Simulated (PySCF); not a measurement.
Bonds broken one at a time in the series Ga Cl-OH. All species are isolated molecules in the gas phase. One relaxed conformer stands for each flexible species; it need not be the lowest. Strings in code marks are SMILES.

The numbers are results of PBE-D3(BJ)/def2-TZVP // PBE0-D4/def2-TZVP run with PySCF 2.14.0, not measurements. 

| species | dipole moment (D) | highest occupied spin orbital (eV) |
|---|---|---|
| whole molecule (`[Cl][Ga]([Cl])[Cl]`) | 0.00 | – |
| radical fragment (`[Cl][Ga][Cl]`) | (withheld) | -5.98 |
| whole molecule (`[OH][Ga]([Cl])[Cl]` (H–O–Ga–Cl torsion 180°)) | – | – |
| radical fragment (`[OH]`) | 1.72 | -7.16 |
| radical fragment (`[OH][Ga][Cl]` (H–O–Ga–Cl torsion 180°)) | – | -5.60 |

Task: Fill in the missing entries.

Result: 
- radical fragment (`[Cl][Ga][Cl]`), dipole moment (D): 1.55
